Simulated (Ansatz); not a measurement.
Basis-set extrapolation for `O=C1OCO1` (PBE0-D4/def2-TZVP geometry, frozen core, the Gaussian-basis code of Ansatz). Multiplicity 1, RHF reference.

```csv
,def2-TZVPP,def2-QZVPP
HF,-301.603865,-301.617093
MP2 correlation,-0.999764,-1.075556
CCSD(T) correlation,-1.048144,not run
```

Energies in hartree. Use E(X) = E(∞) + A·exp(−7.88·√X) for Hartree–Fock and E(X) = E(∞) + B·X^(−2.97) for correlation, with X = 3 and 4, and add CCSD(T) minus MP2 of the smaller set to the MP2 limit.

What is the CCSD(T) energy at the basis-set limit?

HF limit: -301.617093 + (-0.013228) × 0.13774 = -301.61892. MP2 limit: -1.075556 + (-0.075792) × 0.74074 = -1.13170. Higher-order term: -1.048144 − (-0.999764) = -0.04838. Total: -302.79900 hartree, 4.00 eV below CCSD(T)/def2-TZVPP.
